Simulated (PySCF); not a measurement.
Compound: isobutyronitrile, C₄H₇N.
SMILES with atom numbers: `[CH3:1][CH:2]([CH3:3])[C:4]#[N:5]` (hydrogens: H6, H7, H8 on C1; H9 on C2; H10, H11, H12 on C3)

Geometry (PBE0-D3(BJ)/def2-SVP, Å), atoms numbered from 1 in this order:
```xyz
12
C4H7N angstrom
C      1.0595   -0.6742    0.8164
C     -0.0396   -0.0536   -0.0484
C     -1.3806   -0.7741    0.1035
C     -0.1844    1.3737    0.2515
N     -0.3013    2.4977    0.5020
H      1.1868   -1.7344    0.5533
H      0.7969   -0.6131    1.8832
H      2.0217   -0.1630    0.6717
H      0.2718   -0.1101   -1.1063
H     -1.7277   -0.7350    1.1468
H     -2.1544   -0.3219   -0.5326
H     -1.2699   -1.8303   -0.1829
```

Computed, not measured: core-valence-separated Tamm–Dancoff BHandHLYP/aug-pcX-1 (pcseg-1 on H) in PySCF, non-relativistic, gas phase, PBE0-D3(BJ)/def2-SVP geometry.

Computed carbon K-edge spectrum, Gaussian lines of 0.4 eV full width, highest printed point 100; it ends one width below the last computed root. The energies are unshifted.

(photon energy (eV), absorption): (283.5, 1), (283.6, 5), (283.7, 17), (283.8, 41), (283.9, 74), (284.0, 92), (284.1, 82), (284.2, 51), (284.3, 23), (284.4, 7), (284.5, 2), (284.6, 0), (284.7, 0), (284.8, 0), (284.9, 0), (285.0, 0), (285.1, 0), (285.2, 0), (285.3, 1), (285.4, 4), (285.5, 8), (285.6, 12), (285.7, 13), (285.8, 10), (285.9, 6), (286.0, 5), (286.1, 10), (286.2, 28), (286.3, 58), (286.4, 89), (286.5, 100), (286.6, 86), (286.7, 59), (286.8, 34), (286.9, 20), (287.0, 18), (287.1, 23), (287.2, 28), (287.3, 27), (287.4, 23)

Question: Where are the maxima, and which lines make them up?

Answer: 4 maxima:
- 284.0 eV: C4 (nitrile carbon), 284.02 eV, f = 0.130, sum of 2, 1s→π*, 100 % of the height at the exact maximum
- 285.7 eV: C1/C3 (methyl carbon), 285.68 eV, f = 0.019, sum of 2, 100 % of the height at the exact maximum
- 286.5 eV: C1/C3 (methyl carbon), 286.43 eV, f = 0.062, sum of 2, 41 % of the height at the exact maximum; C1/C3 (methyl carbon), 286.49 eV, f = 0.057, sum of 2, 40 % of the height at the exact maximum; C2 (sp3 carbon next to a nitrile), 286.59 eV, f = 0.023, 14 % of the height at the exact maximum
- 287.2 eV: C1/C3 (methyl carbon), 287.21 eV, f = 0.035, sum of 2, 89 % of the height at the exact maximum

Further lines of some strength in the range: C1/C3, 286.73 eV, f = 0.018, sum of 2.

Roots within 0.03 eV on the same or equivalent atoms count as one line; shares under 12 % aren't listed.

Vibrational structure and lifetime widths aren't in the curve. The ionisation threshold wasn't computed; near and above it a finite basis only mimics Rydberg series and continuum.
